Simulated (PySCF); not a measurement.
Job file and geometry (Å, from PBE0-D3(BJ)/def2-SVP) of an NMR shielding run on BH2(OH) ([H]B([H])O, BH3O), PySCF, GIAO PBE0/pcSseg-1 NMR shielding, non-relativistic, gas phase; density fitting, a coarse starting grid and PySCF grid level 2 are the driver's defaults:

```
{"job": {"kind": "nmr", "xc": "PBE0", "basis": "pcSseg-1"}, "charge": 0, "multiplicity": 1}
B      0.277407     0.289605    -0.113631
H      1.443155     0.400119    -0.413641
H     -0.480825     1.238192    -0.077726
O     -0.152275    -0.948619     0.188639
H     -1.087472    -0.979298     0.416359
```

Question: What does the program print?

Answer: 
```
coarse grid: 4032 points
cycle   1  E = -101.6923564404  dE =  4.502e-02  |g| = 5.800e-01  |ddm| = 1.681e+00
cycle   2  E = -101.5952357245  dE =  9.712e-02  |g| = 9.307e-01  |ddm| = 1.017e+00
cycle   3  E = -101.7522615483  dE = -1.570e-01  |g| = 6.059e-02  |ddm| = 7.135e-01
cycle   4  E = -101.7531296989  dE = -8.682e-04  |g| = 1.209e-02  |ddm| = 5.188e-02
cycle   5  E = -101.7531675447  dE = -3.785e-05  |g| = 2.178e-03  |ddm| = 1.197e-02
cycle   6  E = -101.7531686618  dE = -1.117e-06  |g| = 2.577e-04  |ddm| = 2.296e-03
final grid: 38536 points
cycle   7  E = -101.7740690612  dE = -1.534e-05  |g| = 4.909e-03  |ddm| = 1.029e-02
cycle   8  E = -101.7740636410  dE =  5.420e-06  |g| = 7.500e-03  |ddm| = 6.655e-03
cycle   9  E = -101.7740736048  dE = -9.964e-06  |g| = 4.551e-04  |ddm| = 4.352e-03
cycle  10  E = -101.7740736568  dE = -5.196e-08  |g| = 6.619e-05  |ddm| = 4.835e-04
cycle  11  E = -101.7740736578  dE = -1.056e-09  |g| = 9.595e-06  |ddm| = 5.564e-05
cycle  12  E = -101.7740736579  dE = -2.180e-11  |g| = 1.156e-06  |ddm| = 1.077e-05
converged SCF energy = -101.7740736579

GIAO shielding tensors (ppm)
atom      isotropic    diamagn.    paramagn.     s11        s22        s33       span
  0 B       52.048     194.798    -142.750     15.928     36.420    103.796     87.869
  1 H       26.079      29.140      -3.062     25.861     26.032     26.342      0.481
  2 H       25.989      29.832      -3.843     25.187     26.016     26.764      1.576
  3 O      118.513     386.737    -268.224    -77.916    111.127    322.327    400.242
  4 H       24.919      30.278      -5.359     21.969     22.523     30.265      8.297
```

Question: Turn these shieldings into chemical shifts. δ = σ(ref) − σ, references computed at the same level: 11B (100.73 ppm) against BF3·OEt2; 1H (31.27 ppm) vs TMS; H2O for 17O (334.56 ppm).

Answer: Averaging equivalent atoms: B 0: 48.7; H 4: 6.35; H 1/2: 5.23; O 3: 216.0 ppm. Experimental scales use liquid or dissolved standards, which lie at an offset from isolated H2O (liquid H2O: subtract about 36 ppm).

Size and cost of the density-fitted run: 49 basis functions, 2.5 s wall time on 1 thread of an x86-64 server CPU, shared host.
